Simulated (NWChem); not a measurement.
Total energies of O (+1)

```
O
```
Charge +1, spin multiplicity 4.

The numbers come from NWChem runs, not from measurements.

Basis set: 6-31G* (14 functions).

| method | total energy (Ha) |
|---|---|
| UHF | -74.34108 |
| UMP2 | -74.40172 |
| UB2PLYP | -74.50422 |
| UPBE | -74.46270 |
| UB3LYP | -74.54503 |
| UBHandHLYP | -74.54033 |

Total energies of different functionals aren't comparable as a measure of quality: only differences taken within one method are. 

The correlated methods keep 1 core orbital frozen. B3LYP has NWChem's definition, with VWN1-RPA local correlation. The Pople sets run with spherical d functions. No SCF solution was tested for a lower state. Open-shell Hartree-Fock references start from PBE0 orbitals.
